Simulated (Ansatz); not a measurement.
# CF: the cost of one run

Computed with Ansatz 0.2.0 (CCSD(T) on unrestricted Hartree-Fock, Gaussian basis cc-pV(T+d)Z, and further levels as typed in the inputs, unless a step's input says otherwise).

**1. The starting structure**

Bond lengths: C1–F2 1.270 Å.

As a file:

```xyz
2

C     0.0000    0.0000    0.0000
F     0.0000    0.0000    1.2700
```

**2. Relaxing the atoms: CF**

Input file input.yaml:

```yaml
relax:
  f_tol: 0.001
  max_steps: 200
crystal:
  periodic: [false, false, false]
  atoms:
    - { symbol: C, position_ang: [0.0, 0.0, 0.0] }
    - { symbol: F, position_ang: [0.0, 0.0, 1.27] }
magnetization:
  spin_polarized: true
  initial_magnetization: 1
basis:
  gaussian: { orbitals: "cc-pV(T+d)Z.json" }
hamiltonian:
  xc: hf
correlation:
  method: ccsd_t
scf:
  omitted_lower_state_checks: [cluster_reference]
```

Command:

```
> ansatz run input.yaml --threads 1 --pin off --max-ram 2662MiB --backend cpu --events-out ev --progress --plain --runs-dir out
```

Q: Estimate wall time and peak memory on 1 thread of Intel Xeon at 2.30GHz, shared host.

About 32 s, with a peak of 0.3 GiB.
